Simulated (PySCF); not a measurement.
**P2H2 (phosphanylidenephosphane) at QCISD(T)/STO-3G**

Aim: the energy change on altering one bond length of P2H2 (phosphanylidenephosphane) at QCISD(T)/STO-3G, from 2 runs. Input form: a Python script.

Program for the calculation: PySCF 2.14.0.

8 further runs of the same task are left out: 8 set aside as unsound or not needed.

## Step 1: Starting point

P2H2 has 4 atoms, charge 0, and is taken as a singlet. SMILES: `[H]/P=P/[H]`. The shape is that of a GFN2-xTB optimisation.

Bond lengths: P1–P2 2.016 Å, P1–H3 1.403 Å, P2–H4 1.403 Å. Angles: P1–P2–H4 94.8°, P2–P1–H3 94.8°.

## Step 2: A single-point energy at QCISD(T)/STO-3G

Contents of input.py:

```python
from pyscf import gto, cc

mol = gto.Mole()
mol.atom = '''
P     -0.046053    -1.896586     0.166957
P      0.046147     1.896416    -0.166787
H      1.960137    -2.017415     1.896000
H     -1.960232     2.017585    -1.896170
'''
mol.basis = 'sto-3g'
mol.spin = 0
mol.max_memory = 1860
mol.unit = 'bohr'
mol.verbose = 3
mol.build()

mf = mol.RHF()
mf.conv_tol = 1e-10
mf.kernel()
if not mf.converged:
    mf = mf.newton().run(mf.mo_coeff, mf.mo_occ)

mycc = cc.QCISD(mf, frozen=10)
mycc.kernel()
e_t = mycc.qcisd_t()
e_tot = mycc.e_tot + e_t
print('E(%s) = %.9f' % ('QCISD(T)', e_tot))
```

Started as:

```bash
$ OMP_NUM_THREADS=1 python input.py
```

Log:

```text
converged SCF energy = -674.920235946818
E(QCISD) = -675.0503524877813  E_corr = -0.1301165409636628
QCISD(T) correction = -0.000885159316308872
E(QCISD(T)) = -675.051237647
```

Run time: 0.42 s. Hardware: 1 thread of AMD EPYC 9R45 (Zen 5), shared host; peak memory 0.12 GiB.

## Step 3: The distorted shape, same level

Contents of start.xyz:

```xyz
4
H2P2
P     -0.236726    -0.990840    -0.094670
P     -0.187936     1.016330    -0.271280
H      1.037260    -1.067570     1.003320
H     -1.249666     1.080450    -1.186430
```

Contents of job.py:

```python
from pyscf import gto, cc

mol = gto.M(
    atom='start.xyz',
    max_memory=1860,
    spin=0,
    basis='sto-3g',
    verbose=4,
)

hf = mol.RHF()
hf.conv_tol = 1e-10
hf.kernel()
if not hf.converged:
    hf = hf.newton().run(hf.mo_coeff, hf.mo_occ)

mycc = cc.QCISD(hf, frozen=10)
mycc.kernel()
e_t = mycc.qcisd_t()
e_tot = mycc.e_tot + e_t
print('E = %.10f Eh' % e_tot)
```

Started as:

```bash
$ OMP_NUM_THREADS=1 python job.py
```

Log:

```text
PySCF version 2.14.0

[INPUT] num. atoms = 4
[INPUT] num. electrons = 32
[INPUT] charge = 0
[INPUT] spin (= nelec alpha-beta = 2S) = 0
[INPUT] symmetry False subgroup None
[INPUT] Mole.unit = angstrom
[INPUT] Symbol           X                Y                Z      unit          X                Y                Z       unit  Magmom
[INPUT]  1 P     -0.236726000000  -0.990840000000  -0.094670000000 AA   -0.447347306564  -1.872416233264  -0.178900372213 Bohr   0.0
[INPUT]  2 P     -0.187936000000   1.016330000000  -0.271280000000 AA   -0.355147568946   1.920585352179  -0.512644903072 Bohr   0.0
[INPUT]  3 H      1.037260000000  -1.067570000000   1.003320000000 AA    1.960137319966  -2.017414918802   1.896000015299 Bohr   0.0
[INPUT]  4 H     -1.249666000000   1.080450000000  -1.186430000000 AA   -2.361526487181   2.041754591286  -2.242027765968 Bohr   0.0

nuclear repulsion = 75.6001003372509
number of shells = 12
number of NR pGTOs = 60
number of NR cGTOs = 20
basis = sto-3g
ecp = {}

******** <class 'pyscf.scf.hf.RHF'> ********
method = RHF
initial guess = minao
damping factor = 0
level_shift factor = 0
DIIS = <class 'pyscf.scf.diis.CDIIS'>
diis_start_cycle = 1
diis_space = 8
diis_damp = 0
SCF conv_tol = 1e-10
SCF conv_tol_grad = None
SCF max_cycles = 50
direct_scf = True
direct_scf_tol = 1e-13
Set gradient conv threshold to 1e-05
Initial guess from minao.
init E= -674.331461118903
  HOMO = -0.206517379189376  LUMO = 0.00515779329525801  gap/eV = 5.75997
cycle= 1 E= -674.880123499358  delta_E= -0.549  |g|= 0.0903  |ddm|=  2.6
  HOMO = -0.208625159079871  LUMO = 0.18996443287281  gap/eV = 10.84618
cycle= 2 E= -674.88408645254  delta_E= -0.00396  |g|= 0.0218  |ddm|= 0.167
  HOMO = -0.217320135088425  LUMO = 0.181168066024227  gap/eV = 10.84342
cycle= 3 E= -674.88431885681  delta_E= -0.000232  |g|= 0.013  |ddm|= 0.0613
  HOMO = -0.218150648020979  LUMO = 0.18023037079387  gap/eV = 10.84050
cycle= 4 E= -674.884403555057  delta_E= -8.47e-05  |g|= 0.00328  |ddm|= 0.0281
  HOMO = -0.217727586585649  LUMO = 0.180646519871019  gap/eV = 10.84031
cycle= 5 E= -674.884411963999  delta_E= -8.41e-06  |g|= 0.000454  |ddm|= 0.0108
  HOMO = -0.217703233624539  LUMO = 0.180680818620153  gap/eV = 10.84058
cycle= 6 E= -674.88441220978  delta_E= -2.46e-07  |g|= 0.000161  |ddm|= 0.00189
  HOMO = -0.217715566991603  LUMO = 0.180670651636118  gap/eV = 10.84064
cycle= 7 E= -674.884412246932  delta_E= -3.72e-08  |g|= 7.03e-05  |ddm|= 0.000762
  HOMO = -0.217713302409638  LUMO = 0.180671893154594  gap/eV = 10.84061
cycle= 8 E= -674.88441225508  delta_E= -8.15e-09  |g|= 9.85e-06  |ddm|= 0.000508
  HOMO = -0.217713591113201  LUMO = 0.180671823312005  gap/eV = 10.84062
cycle= 9 E= -674.884412255211  delta_E= -1.31e-10  |g|= 1e-06  |ddm|= 6.45e-05
  HOMO = -0.217713734211012  LUMO = 0.180671690730818  gap/eV = 10.84062
cycle= 10 E= -674.884412255212  delta_E= -1.02e-12  |g|= 1.16e-07  |ddm|= 4.78e-06
  HOMO = -0.217713725169325  LUMO = 0.180671697977748  gap/eV = 10.84062
Extra cycle  E= -674.884412255213  delta_E= -4.55e-13  |g|= 3.65e-08  |ddm|= 3.22e-07
converged SCF energy = -674.884412255213

******** <class 'pyscf.cc.qcisd.QCISD'> ********
QCISD nocc = 6, nmo = 10
frozen orbitals 10
max_cycle = 50
direct = 0
conv_tol = 1e-07
conv_tol_normt = 1e-05
diis_space = 6
diis_start_cycle = 0
diis_start_energy_diff = 1e+09
Init t2, MP2 energy = -674.997171783923  E_corr(MP2) -0.112759528710888
Init E_corr(QCISD) = -0.112759528710889
cycle = 1  E_corr(QCISD) = -0.128953732130313  dE = -0.0161942034  norm(t1,t2) = 0.0686876
cycle = 2  E_corr(QCISD) = -0.136488092701035  dE = -0.00753436057  norm(t1,t2) = 0.0345708
cycle = 3  E_corr(QCISD) = -0.143222555968121  dE = -0.00673446327  norm(t1,t2) = 0.0189559
cycle = 4  E_corr(QCISD) = -0.143606602151286  dE = -0.000384046183  norm(t1,t2) = 0.00406229
cycle = 5  E_corr(QCISD) = -0.143462684443771  dE = 0.000143917708  norm(t1,t2) = 0.00139135
cycle = 6  E_corr(QCISD) = -0.143471095616976  dE = -8.41117321e-06  norm(t1,t2) = 0.000294639
cycle = 7  E_corr(QCISD) = -0.143483428277645  dE = -1.23326607e-05  norm(t1,t2) = 0.00011524
cycle = 8  E_corr(QCISD) = -0.143482783147512  dE = 6.45130133e-07  norm(t1,t2) = 3.84176e-05
cycle = 9  E_corr(QCISD) = -0.143483960940549  dE = -1.17779304e-06  norm(t1,t2) = 1.2793e-05
cycle = 10  E_corr(QCISD) = -0.143484018164554  dE = -5.72240048e-08  norm(t1,t2) = 3.89258e-06
QCISD converged
E(QCISD) = -675.0278962733771  E_corr = -0.1434840181645539
QCISD(T) correction = -0.0010465967913128
E = -675.0289428702 Eh
```

It took 0.46 s on 1 thread of AMD EPYC 9R45 (Zen 5), shared host; peak memory 0.12 GiB.

## Step 4: Results

Level: QCISD(T)/STO-3G, 10 core orbitals frozen.

| quantity | value |
| --- | --- |
| first shape: total energy | -675.05124 Eh |
| first shape: dipole moment (Hartree–Fock density) | 0.00 D |
| first shape: HOMO energy (Hartree–Fock orbitals) | -5.86 eV |
| first shape: LUMO energy (Hartree–Fock orbitals) | 4.98 eV |
| first shape: HOMO–LUMO gap (Hartree–Fock orbitals) | 10.84 eV |
| first shape: correlation energy (10 core orbitals frozen) | -131.0 mEh |
| first shape: (T) correction | -0.89 mEh |
| first shape: T1 diagnostic | 0.007 |
| distorted shape: total energy | -675.02894 Eh |
| distorted shape: dipole moment (Hartree–Fock density) | 0.44 D |
| distorted shape: HOMO energy (Hartree–Fock orbitals) | -5.92 eV |
| distorted shape: LUMO energy (Hartree–Fock orbitals) | 4.92 eV |
| distorted shape: HOMO–LUMO gap (Hartree–Fock orbitals) | 10.84 eV |
| distorted shape: correlation energy (10 core orbitals frozen) | -144.5 mEh |
| distorted shape: (T) correction | -1.05 mEh |
| distorted shape: T1 diagnostic | 0.008 |
| energy change with the P1–H3 bond stretched from 1.403 to 1.684 Å | 0.607 eV |

**Reading.** With the P1–H3 bond stretched from 1.403 to 1.684 Å the energy rises by 0.61 eV (14.0 kcal/mol). The first shape isn't relaxed at this level, so the change isn't measured from a minimum. The minimal basis adds a large error of its own. Mulliken charges (first shape) of the mean-field density run from -0.13 on H4 to +0.13 on P2; they depend strongly on the basis. The triples (first shape) make up 0.7 % of the correlation energy. The triples (distorted shape) make up 0.7 % of the correlation energy.
